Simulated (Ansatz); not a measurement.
**C₂H₆N−: single points off equilibrium**

One table from this session's results is given with a row withheld; the runs are named, their logs left out.

Computed with Ansatz 0.2.0, Gaussian basis. Level: single points in def2-TZVPPD.

Cores are frozen in the correlated methods.

## The starting structure

SMILES `[CH2-]NC`, 9 atoms, charge -1, spin multiplicity 1.

Atoms are counted from 1 here; the program's logs count them from 0.

Bond lengths: C1–N2 1.539 Å, C1–H4 1.126 Å, C1–H5 1.201 Å, N2–C3 1.395 Å, N2–H6 1.046 Å, C3–H7 1.072 Å, C3–H8 1.232 Å, C3–H9 1.146 Å. Angles: N2–C1–H4 106.9°, N2–C1–H5 100.9°, H4–C1–H5 97.3°, C1–N2–C3 108.5°, C1–N2–H6 111.5°, C3–N2–H6 102.1°, N2–C3–H7 112.6°, N2–C3–H8 109.3°, N2–C3–H9 114.9°, H7–C3–H8 105.4°, H7–C3–H9 104.1°, H8–C3–H9 110.1°.

As a file:

```xyz
9
charge -1, multiplicity 1
C    -0.26730    0.62030   -1.21770
N    -0.36070    0.45990    0.31050
C     0.40560   -0.64340    0.68670
H    -1.00420   -0.10210   -1.66740
H    -0.91400    1.61880   -1.38130
H     0.12240    1.24280    0.80830
H     0.03390   -1.56250    0.27800
H     1.54440   -0.52060    0.23400
H     0.44990   -0.83690    1.81520
```

The first run:

Contents of run/in.yaml:

```yaml
crystal:
  periodic: [false, false, false]
  atoms:
    - {symbol: C, position_ang: [-0.267300, 0.620300, -1.217700]}
    - {symbol: N, position_ang: [-0.360700, 0.459900, 0.310500]}
    - {symbol: C, position_ang: [0.405600, -0.643400, 0.686700]}
    - {symbol: H, position_ang: [-1.004200, -0.102100, -1.667400]}
    - {symbol: H, position_ang: [-0.914000, 1.618800, -1.381300]}
    - {symbol: H, position_ang: [0.122400, 1.242800, 0.808300]}
    - {symbol: H, position_ang: [0.033900, -1.562500, 0.278000]}
    - {symbol: H, position_ang: [1.544400, -0.520600, 0.234000]}
    - {symbol: H, position_ang: [0.449900, -0.836900, 1.815200]}
basis:
  gaussian: {orbitals: "def2-TZVPPD.json"}
total_charge: -1
correlation: {method: ccsd_t}
output: {forces: true}
```

The basis file named in the input lies beside it (Basis Set Exchange, JSON).

The command line of these runs was not kept.

Steps of the session up to this table: CCSD(T)/def2-TZVPPD; PBE0-D4/def2-TZVPPD; wB97M-V/def2-TZVPPD; r2SCAN-D4/def2-TZVPPD; PBE-D4/def2-TZVPPD; revPBE-D4/def2-TZVPPD; BLYP-D4/def2-TZVPPD.

One table of the session follows, with a row left open; its other results are not shown here.

| method | RMS force component (eV/Å) | angle to CCSD(T) forces (°) |
| --- | --- | --- |
| CCSD(T) | 1.142 | reference |
| PBE0-D4 | ? | ? |
| wB97M-V | 1.133 | 5.1 |
| r2SCAN-D4 | 1.056 | 5.6 |
| PBE-D4 | 1.010 | 8.5 |
| revPBE-D4 | 1.015 | 7.5 |
| BLYP-D4 | 1.038 | 6.9 |

Q: Estimate the row for PBE0-D4 from the others.

The run gave: RMS force component (eV/Å): 1.085; angle to CCSD(T) forces (°): 8.9. In the column «RMS force component (eV/Å)» it lies between r2SCAN-D4 (1.056) and wB97M-V (1.133).

Caveats from the session: The anion's highest level is positive in at least one run, so there the basis alone may hold the extra electron.
